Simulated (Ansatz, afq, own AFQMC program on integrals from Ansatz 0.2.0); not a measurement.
# BGeH, triplet in cc-pVDZ, levels against CCSDT(Q)

```yaml
atoms:
  - { symbol: Ge, position_ang: [0.0897, 0.0000, 0.2678] }
  - { symbol: B, position_ang: [-0.5866, 0.0000, -1.5508] }
  - { symbol: H, position_ang: [-0.1724, 0.0000, -2.6648] }
```

Connectivity, by distances: Ge–BH.

Basis cc-pVDZ. Noble-gas cores (and the filled d shells of Ga–Kr and In–Xe) are frozen. Integrals, coupled cluster, full CI and functionals: Ansatz 0.2.0; the random walks run on the same integrals in our own AFQMC program. The CISD trial takes its coefficients from CCSD amplitudes. Released means that phaseless walkers are propagated on without the constraint, phases kept. Uncertainties: one standard error, sampling alone. No spin–orbit coupling.

Determinant: ROHF, the one that the program's search chose, which needn't be the lowest solution. The geometry is a point of a scan.

No full CI on the walks' own integrals is used here; CCSDT(Q) serves as the reference and is uncertain by about the last step of the cluster series.

Cautions: no relativity below Rb; no spin-orbit coupling; inner d shell frozen; lower spins were not checked; higher spins were not checked; a spin-contaminated unrestricted determinant lies lower (UHF 194 meV lower, ⟨S²⟩ 2.11); raised T1 diagnostic (T1 0.043, weight of the determinant 0.86, largest double 0.09).

- T1 diagnostic: 0.0427
- weight of the determinant in the CISD state: 0.863
- size of the correlated space: 8 electrons in 31 orbitals

Reference: CCSDT(Q), correlation energy -4.598 eV. The released energy is read at 2.40 1/Eh (meV from the phaseless value at times in 1/Eh: -14 ± 12 at 0.24, -28 ± 10 at 0.51, -51 ± 13 at 0.99, -49 ± 10 at 1.62, -38 ± 12 at 2.40).

```csv
level,E − E(reference) (kJ/mol),share of correlation (%)
HF,443.6,0.00
MP2,102.6,76.86
CCSD,21.7,95.10
CCSD(T),5.2,98.83
CCSDT,1.1,99.75
ph-AFQMC/CISD,3.7 ± 1.0,99.17
released AFQMC,0.0 ± 1.1,100.00
```

A walk keeps the symmetry of its determinant, which the program's search chose and which needn't be the lowest solution, so a lower state of the same spin and another symmetry isn't excluded. Released energies are given only where the last usable release times agree within the noise; a slower fall can still hide under it.
